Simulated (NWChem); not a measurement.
# Spin states of chloromethane (CH₃Cl)

```xyz
5

C      1.1279    -0.0568     0.0000
Cl    -0.6610     0.0333     0.0000
H      1.4635    -0.5967     0.9046
H      1.4635    -0.5967    -0.9046
H      1.5423     0.9682     0.0000
```
Charge 0, spin multiplicity 1.

The numbers come from NWChem runs, not from measurements. All single points use one geometry, from PBE/def2-SVP, a minimum by its harmonic frequencies.

Basis set: def2-TZVP. The gap is E(triplet) − E(singlet) at the geometry of the singlet, so a negative value puts the higher spin lower. Open shells are unrestricted, coupled cluster uses restricted open-shell references, and the singlet is the closed-shell solution. The triplet is the single determinant that the SCF runs reached, with unpaired electrons in orbitals of symmetry a' and a' (Cs labels); it need not be the lowest triplet, which in molecules with degenerate π orbitals can need several determinants.

The correlated methods keep 6 core orbitals frozen. No SCF solution was tested for a lower state. Open-shell Hartree-Fock references start from PBE0 orbitals. Coupled-cluster values serve here as a point of comparison, not as the truth.

Task: One of these methods gave a vertical singlet-triplet gap of 163.0 kcal/mol. Which?
A) CCSD(T)
B) B2PLYP
C) MP2
D) HF

Result: C, MP2. The others give 158.9 (CCSD(T)), 156.5 (B2PLYP), 151.4 (HF).
